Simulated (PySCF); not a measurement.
Excitations are Tamm–Dancoff values on a coarser integration grid. The basis has no diffuse functions, so Rydberg states are missing or too high.

Cartesian coordinates (Å):
```xyz
5

Cl    -1.4247    -0.5636    -1.3193
Si    -0.0019    -0.0016     0.0009
Cl     0.0322     2.0142     0.1374
Cl    -0.4155    -0.7921     1.8139
Cl     1.8001    -0.6648    -0.6283
```
Charge 0, spin multiplicity 1.

**Question.** Predict the S1 excitation (TDA), LUMO, total energy, HOMO, dipole moment and HOMO–LUMO gap from PySCF with M06-2X/def2-TZVP.

**Answer.** 
S1 excitation (TDA): 7.88 eV
LUMO: 0.43 eV
total energy: -2130.4977 Ha
HOMO: -10.90 eV
dipole moment: 0.00 D
HOMO–LUMO gap: 11.33 eV
